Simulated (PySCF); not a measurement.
Gas-phase reaction: 2 SiCl₃ = SiCl₂ + SiCl₄

Method: PySCF energies plus ideal-gas RRHO corrections (1 bar). The comparison is the NASA 1993 polynomial table, which mixes measured and estimated data. After a fit of one offset per element over all species, the range-separated, M06-2X, PBE0/def2-QZVP and CCSD(T)/def2-TZVPP enthalpies, where run, lie to one side of the table for SiCl₃ (+68 kJ/mol): a fault of the table's entry, another state or a shared error of the levels is possible; this was not checked at source. † marks an energy on the PBE0/def2-TZVP geometry and frequencies; other levels use their own. CCSD(T) freezes the core. 6-31G* has spherical d functions here. Open shells (unrestricted): SiCl₃ (multiplicity 2); the rest are closed-shell singlets. B3LYP is the form with VWN-RPA correlation. For this reaction the table lies outside the span of B3LYP, CCSD(T), M06-2X, MP2, PBE0, r2SCAN, ωB97M-V, ωB97X-V in their largest bases here; which side is off was not settled. CCSD(T) isn't extrapolated to the basis-set limit; its ΔH°(298 K) is -183.8 kJ in def2-SVP and -180.7 kJ in def2-TZVPP. The harmonic model lacks anharmonicity and excited electronic states, which grow with temperature; levels with a mode under 35 cm⁻¹ are left out. The table's entry may be an old estimate for SiCl₃, SiCl₂, SiCl₄ (not checked at source).

```csv
level,"ΔH°(298 K), kJ",minus table,"ΔG°(1000 K), kJ"
table,-50.6,-,-26.5
B3LYP/def2-TZVP†,-162.0,-111.4,-135.6
BLYP/def2-TZVP†,-160.0,-109.4,-133.7
CCSD(T)/def2-SVP†,-183.8,-133.2,-157.4
CCSD(T)/def2-TZVPP†,-180.7,-130.1,-154.3
HF/6-31G*,-109.0,-58.4,-83.5
M06-2X/def2-TZVP†,-165.7,-115.1,-139.3
PBE/def2-SVP,-156.2,-105.6,-128.6
r2SCAN/def2-TZVP†,-133.8,-83.2,-107.4
ωB97M-V/def2-TZVP†,-196.8,-146.2,-170.4
```
